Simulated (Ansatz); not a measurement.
`CC(C)(F)F` → `F[C]F` + ethane at 400 K and 1 bar (formal loss of a carbene).

Calculated with Ansatz (gas phase, PBE0-D4/def2-TZVP geometries, no zero-point term in ΔE). CBS: MP2 limit from def2 TZ/QZ plus the TZ coupled-cluster correction, frozen cores. This one scheme is used for every species.

```
    species  CCSD(T)/CBS energy (Eh)  H − E (kJ/mol)  S (J/(mol·K))
`CC(C)(F)F`               -317.36969           258.5          332.2
    `F[C]F`               -237.54028            33.0          252.5
       `CC`                -79.71954           213.5          244.3
```

H − E and S are ideal-gas, rigid-rotor, harmonic terms from PBE0-D4/def2-TZVP. 1 Eh = 2625.50 kJ/mol, R = 8.31446 J/(mol·K).

**Question.** By hand: ΔE, ΔH, ΔS and ΔG.

**Answer.** ΔE = (-237.54028) + (-79.71954) − (-317.36969) = 0.10987 Eh = 288.5 kJ/mol. Δ(H − E) = 33.0 + 213.5 − 258.5 = -12.0, so ΔH = 276.5 kJ/mol. ΔS = 252.5 + 244.3 − 332.2 = 164.6 J/(mol·K). ΔG = 276.5 − 400 × (164.6)/1000 = 210.7 kJ/mol.

**Question.** By hand: the equilibrium constant, and the temperature at which ΔG would vanish if ΔH and ΔS stayed fixed.

**Answer.** log₁₀ K = −ΔG/(RT ln 10) = -27.5. ΔG = 0 at ΔH/ΔS = 1680 K.

The number of gas molecules changes by +1, which sets the sign of ΔS. A doubt of 5 kJ/mol in ΔE shifts log₁₀ K by 0.7 here. These are equilibria of isolated gas molecules and say nothing of rates. Largest T1 diagnostic: 0.017 (customary marks: 0.02 for closed shells, 0.045 for open ones).
